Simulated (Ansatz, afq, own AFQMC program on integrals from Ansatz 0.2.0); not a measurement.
MgF⁻, singlet in aug-cc-pVDZ, levels against CCSDT(Q)

```yaml
atoms:
  - { symbol: F, position_ang: [0.0000, 0.0000, 0.0000] }
  - { symbol: Mg, position_ang: [0.0000, 0.0000, 6.3830] }
```

Basis aug-cc-pVDZ. Noble-gas cores (and the filled d shells of Ga–Kr and In–Xe) are frozen. Ansatz 0.2.0 and our own AFQMC program on the same integrals; the CISD trial comes from CCSD amplitudes, and released means the phaseless constraint is let go. Uncertainties: one standard error, sampling alone.

Determinant: RHF, the one that the program's search chose, which needn't be the lowest solution. The geometry is a point of a scan.

No full CI on the walks' own integrals is used here; CCSDT(Q) serves as the reference and is uncertain by about the last step of the cluster series.

Cautions: higher spins were not checked; raised T1 diagnostic (T1 0.022, weight of the determinant 0.88, largest double 0.10).

The T1 diagnostic is 0.0224, the weight of the determinant in the CISD state is 0.875 and the size of the correlated space is 10 electrons in 44 orbitals.

```tsv
level	correlation energy (eV)
MP2	-7.0567
CCSD	-7.2736
CCSD(T)	-7.4360
```

(1) Estimate where AFQMC with the constraint released lies against CCSD(T) on the same integrals.

(1) 2.0 ± 55.3 meV below CCSD(T). The gap is under twice the noise, so this walk alone can't tell the two apart.

Reference: CCSDT(Q), correlation energy -7.460 eV. The released energy is read at 0.99 1/Eh, later times being too noisy (meV from the phaseless value at times in 1/Eh: -16 ± 52 at 0.24, 47 ± 46 at 0.51, 46 ± 55 at 0.99, 162 ± 94 at 1.62, 61 ± 202 at 2.40).

```csv
level,E − E(reference) (meV),share of correlation (%)
CCSD(T),23.9,99.68
CCSDT,14.4,99.81
ph-AFQMC/HF,-254.3 ± 74.9,103.41
ph-AFQMC/CISD,-23.8 ± 33.8,100.32
released AFQMC,21.9 ± 55.3,99.71
```

A walk keeps the symmetry of its determinant, which the program's search chose and which needn't be the lowest solution, so a lower state of the same spin and another symmetry isn't excluded. Released energies are given only where the last usable release times agree within the noise; a slower fall can still hide under it.
